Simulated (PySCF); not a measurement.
# CH5N (methylamine): the cost of one run

The runs use PySCF 2.14.0, with density-fitted response routines of our own; the level of theory stands in each step. All values are computed, except where a source is named. Atoms count from 0, in the outputs and in this text.

**1. Starting geometry**

7 atoms, charge 0, multiplicity 1; geometry from: MMFF94s.

Bonds of the start (Å): C0–N1 1.45, C0–H2 1.09, C0–H3 1.09, C0–H4 1.09, N1–H5 1.02, N1–H6 1.02.

**2. Optimising the geometry at PBE0-D3(BJ)/def2-SVP**

What the job is given:

```
{"job": {"xc": "PBE0", "basis": "def2-SVP", "d3": "d3bj", "grid": 1, "kind": "geom"}, "charge": 0, "multiplicity": 1}
C     -0.564541     0.099850    -0.038622
N      0.850290    -0.090822    -0.303387
H     -1.156406    -0.617987    -0.613242
H     -0.870447     1.108829    -0.328739
H     -0.779265    -0.039773     1.024662
H      1.128804    -1.023414    -0.001047
H      1.391565     0.563318     0.260376
```

The run is started by

```console
$ OMP_NUM_THREADS=1 python probes_run.py task.json out
```

This one command runs all jobs of the session in turn.

**Question.** How long does this first job take on 1 thread of Arm Neoverse V2, shared host, and how much memory does it need?

About 3.1 s, with a peak of 0.26 GiB.
